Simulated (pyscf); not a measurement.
This saddle point was located with ωB97X-D3(BJ)/def2-SVP in PySCF.

```xyz
9

Si     1.0955    -0.3857    -0.0199
H      0.5470     0.3501    -1.1924
H      1.0375    -1.8482    -0.2957
C     -0.5027    -0.0779     1.3510
O      2.1346     0.2412     1.0000
H     -1.0333     0.8792     1.2597
H     -0.5959    -0.4900     2.3675
H     -1.0058    -0.8194     0.6996
H      0.7850     0.2224     1.4979
```

Surface: singlet, charge 0. Lowest wavenumbers (cm⁻¹): 1587i, 82, 395, 473, 528.

Problem. Name the species on either side of this saddle.

Solution. O=SiH₂ + CH₄ ⇌ H₃C–SiH₂–OH, an addition across a multiple bond or ene-type step read from left to right: C–H broken and C–Si, H–O formed. At CCSD(T)/def2-TZVPP + ΔMP2(QZVPP) it lies +25.9 kcal/mol from the left side and +70.0 kcal/mol from the right (each side as separated species at their lowest minima found). At the saddle there is also a short H–Si contact that neither side keeps. One saddle was located; it need not be the lowest between these sides. The CCSD(T) − MP2 part came from Ansatz, without density fitting, on the same reference.
